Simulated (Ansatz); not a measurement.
# BH4 (doublet): wave-function methods side by side at distance B1–H4 along a hydrogen transfer = 1.399 Å, cc-pVTZ

Aim: climb from Hartree-Fock through coupled cluster and multireference methods for BH4 (doublet) at one geometry and basis, and see what each rung misses.

Program: Ansatz 0.2.0, Gaussian basis. Level of theory: cc-pVTZ, core rule «outside noble gas», up to 1 orbitals frozen. These are calculated values, not measurements.

Plan: UHF; CCSD(T) on ROHF; CCSD(T) on UHF; BCCD(T) on ROHF; CCSDT(Q) on ROHF; CCSDT(Q) on UHF; CASSCF and MRCISD+Q, 3 electrons in 3 orbitals; CASSCF and NEVPT2, 3 electrons in 3 orbitals; CASSCF and MRCISD+Q, 7 electrons in 8 orbitals; CASSCF and NEVPT2, 7 electrons in 8 orbitals.

### 1 The geometry

The geometry derives from fragments relaxed apart (PBE0/def2-TZVP) and kept rigid, so it is no stationary point. A hydrogen atom is moved between rigid fragments.

5 atoms, charge 0, spin multiplicity 2.

Atoms are counted from 1 here; the program's logs count them from 0.

Bond lengths: B1–H2 1.193 Å, B1–H3 1.193 Å, B1–H4 1.399 Å, H4–H5 0.827 Å. Angles: H2–B1–H3 120.0°, H2–B1–H4 120.0°, H3–B1–H4 120.0°, B1–H4–H5 180.0°.

### 2 UHF

File in.yaml:

```yaml
crystal:
  periodic: [false, false, false]
  atoms:
    - {symbol: B, position_ang: [-0.165120, 0.000000, 0.000000]}
    - {symbol: H, position_ang: [-0.761854, 1.033571, 0.000000]}
    - {symbol: H, position_ang: [-0.761854, -1.033571, 0.000000]}
    - {symbol: H, position_ang: [1.233880, 0.000000, 0.000000]}
    - {symbol: H, position_ang: [2.060880, 0.000000, 0.000000]}
basis:
  gaussian: {orbitals: cc-pVTZ}
magnetization: {spin_polarized: true, initial_magnetization: 1}
hamiltonian: {xc: hf}
output: {orbitals: {seedname: orbitals}}
```

Run with:

```
> ansatz run in.yaml --threads 1 --pin off --events-out ev --progress --plain --max-ram 2816MiB --backend cpu
```

Further steps of the session: CCSD(T) on ROHF; CCSD(T) on UHF; BCCD(T) on ROHF; CCSDT(Q) on ROHF; CCSDT(Q) on UHF; CASSCF and MRCISD+Q, 3 electrons in 3 orbitals; CASSCF and NEVPT2, 3 electrons in 3 orbitals; CASSCF and MRCISD+Q, 7 electrons in 8 orbitals; CASSCF and NEVPT2, 7 electrons in 8 orbitals.

Before running them: what should the planned runs give, taken together? Wanted: UCCSDT(Q) below the RHF energy; RMP2 from UCCSDT(Q); UMP2 from UCCSDT(Q); RCCSD from UCCSDT(Q); RCCSD(T) from UCCSDT(Q); UCCSD(T) from UCCSDT(Q); RCCSDT(Q) from UCCSDT(Q); NEVPT2 pair from UCCSDT(Q); MRCISD+Q pair from UCCSDT(Q).

**Answer**, as computed:

| quantity | value |
| --- | --- |
| UCCSDT(Q) below the RHF energy | -4.4114 eV |
| RMP2 from UCCSDT(Q) | +789.4 meV |
| UMP2 from UCCSDT(Q) | +822.1 meV |
| RCCSD from UCCSDT(Q) | +108.7 meV |
| RCCSD(T) from UCCSDT(Q) | +17.8 meV |
| UCCSD(T) from UCCSDT(Q) | +18.6 meV |
| RCCSDT(Q) from UCCSDT(Q) | +0.3 meV |
| NEVPT2 pair from UCCSDT(Q) | +805.7 meV |
| MRCISD+Q pair from UCCSDT(Q) | +8.6 meV |
| NEVPT2 valence from UCCSDT(Q) | +712.1 meV |
| levels within 1 kcal/mol (43 meV) | RCCSD(T), UCCSD(T), BCCD(T), RCCSDT, UCCSDT, RCCSDT(Q), MRCISD+Q pair, MRCISD+Q valence |
| T1 diagnostic | 0.019 |
| effectively unpaired electrons | 1.01 |

**Reading.** RCCSD(T) misses by +17.8 meV, 0.4 % of the correlation energy. One determinant dominates. Of the multireference levels listed MRCISD+Q pair comes nearest in total energy (+8.6 meV), which doesn't show that its space is the better one. These misses are within one basis, not against nature; the frozen cores of restricted and unrestricted runs differ, which can shift their rows.
